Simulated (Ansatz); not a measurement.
# C₅H₈O: a ladder of functionals and wavefunction methods

Aim: compute C₅H₈O with functionals from several rungs and with coupled cluster, and see how far each lands from CCSD(T) at the basis-set limit for the atomisation energy.

The runs use Ansatz 0.2.0, Gaussian basis; functionals in def2-TZVPP, the program's frozen cores in correlated methods.

Plan: PBE-D4, r2SCAN-D4, PBE0-D4, B3LYP-D4, ωB97X-V, ωB97M-V, B2PLYP; CCSD(T)/def2-TZVPP; MP2/def2-QZVPP; extrapolation to the limit.

## Step 1: Structure used throughout

All runs share one geometry, relaxed beforehand with PBE0-D4 in a triple-zeta def2 set.

14 atoms, charge 0, spin multiplicity 1.

Atoms are counted from 1 here; the program's logs count them from 0.

Bond lengths: C1–C2 1.525 Å, C1–H7 1.093 Å, C1–H8 1.094 Å, C1–H9 1.093 Å, C2–C3 1.507 Å, C2–C6 1.538 Å, C2–H10 1.095 Å, C3–C4 1.327 Å, C3–H11 1.079 Å, C4–O5 1.356 Å, C4–H12 1.082 Å, O5–C6 1.438 Å, C6–H13 1.091 Å, C6–H14 1.095 Å. Angles: C2–C1–H7 110.5°, C2–C1–H8 111.2°, C2–C1–H9 111.0°, H7–C1–H8 108.4°, H7–C1–H9 107.8°, H8–C1–H9 107.9°, C1–C2–C3 112.4°, C1–C2–C6 113.7°, C1–C2–H10 108.9°, C3–C2–C6 100.0°, C3–C2–H10 111.9°, C6–C2–H10 109.8°, C2–C3–C4 108.5°, C2–C3–H11 125.4°, C4–C3–H11 125.9°, C3–C4–O5 115.2°, C3–C4–H12 130.0°, O5–C4–H12 114.8° and more.

Geometry (Å):

```mol
C5H8O
  3D, bonds by distance, orders not assigned

 14 14  0  0  0  0  0  0  0  0999 V2000
   -1.0253    0.8877   -0.9269 C   0  0
    0.2612    0.1572   -0.5576 C   0  0
    0.0240   -1.2940   -0.2276 C   0  0
    0.1759   -1.4589    1.0803 C   0  0
    0.5675   -0.3532    1.7606 O   0  0
    0.8839    0.6345    0.7647 C   0  0
   -1.7514    0.8178   -0.1130 H   0  0
   -0.8347    1.9456   -1.1290 H   0  0
   -1.4806    0.4519   -1.8195 H   0  0
    0.9834    0.2772   -1.3713 H   0  0
   -0.3059   -2.0478   -0.9262 H   0  0
    0.0212   -2.3372    1.6921 H   0  0
    0.4936    1.5947    1.1067 H   0  0
    1.9745    0.6952    0.6954 H   0  0
  1  2  8  0
  2  3  8  0
  3  4  8  0
  4  5  8  0
  5  6  8  0
  1  7  8  0
  1  8  8  0
  1  9  8  0
  2 10  8  0
  3 11  8  0
  4 12  8  0
  6 13  8  0
  6 14  8  0
  2  6  8  0
M  END
```

## Step 2: PBE-D4 (GGA)

File in.yaml:

```yaml
crystal:
  periodic: [false, false, false]
  atoms:
    - {symbol: C, position_ang: [-1.025317, 0.887698, -0.926901]}
    - {symbol: C, position_ang: [0.261211, 0.157151, -0.557619]}
    - {symbol: C, position_ang: [0.024027, -1.293998, -0.227611]}
    - {symbol: C, position_ang: [0.175882, -1.458879, 1.080282]}
    - {symbol: O, position_ang: [0.567515, -0.353234, 1.760630]}
    - {symbol: C, position_ang: [0.883873, 0.634457, 0.764707]}
    - {symbol: H, position_ang: [-1.751447, 0.817843, -0.112958]}
    - {symbol: H, position_ang: [-0.834680, 1.945602, -1.129015]}
    - {symbol: H, position_ang: [-1.480559, 0.451908, -1.819546]}
    - {symbol: H, position_ang: [0.983413, 0.277176, -1.371325]}
    - {symbol: H, position_ang: [-0.305895, -2.047793, -0.926155]}
    - {symbol: H, position_ang: [0.021216, -2.337233, 1.692140]}
    - {symbol: H, position_ang: [0.493559, 1.594669, 1.106699]}
    - {symbol: H, position_ang: [1.974505, 0.695232, 0.695372]}
basis:
  gaussian: {orbitals: def2-TZVPP}
hamiltonian: {xc: pbe, dispersion: d4}
output: {forces: true, orbitals: {seedname: orbitals}}
```

Command:

```sh
> ansatz run in.yaml --threads 4 --pin off --events-out ev --progress --plain --max-ram 10444MiB
```

Further steps of the session: r2SCAN-D4 (meta-GGA); PBE0-D4 (hybrid); B3LYP-D4 (hybrid); ωB97X-V (range-separated); ωB97M-V (range-separated); B2PLYP (double hybrid); CCSD(T) in def2-TZVPP; MP2 in def2-QZVPP.

Q: Predict the results of all the runs planned. Wanted: atomisation energy, CCSD(T)/CBS; farthest; mean size of error, hybrid; mean size of error, range-separated; gap, smallest and largest; T1 diagnostic; triples share of the correlation energy.

As calculated:

| quantity | value |
| --- | --- |
| atomisation energy, CCSD(T)/CBS | 61.336 eV |
| functionals within 0.307 eV (0.5 %) | B3LYP-D4, ωB97X-V, ωB97M-V |
| farthest | PBE-D4 (+1.849 eV) |
| mean size of error, hybrid | 0.379 eV |
| mean size of error, range-separated | 0.207 eV |
| gap, smallest and largest | 4.72 eV (PBE-D4), 11.36 eV (ωB97X-V) |
| T1 diagnostic | 0.0119 |
| triples share of the correlation energy | 4.2 % |

**Reading.** PBE-D4 misses by +1.849 eV. Double hybrids carry the basis error of their MP2 part in triple zeta, and no dispersion term here, so their miss is partly the set-up's. Misses under about 0.307 eV are within the doubt on the reference itself, which lacks core-valence correlation, relativity and higher excitations. Hartree-Fock recovers 73 % of the binding; the rest is correlation. The gap grows from 4.7 to 11.4 eV across the functionals, mostly with the share of exact exchange.
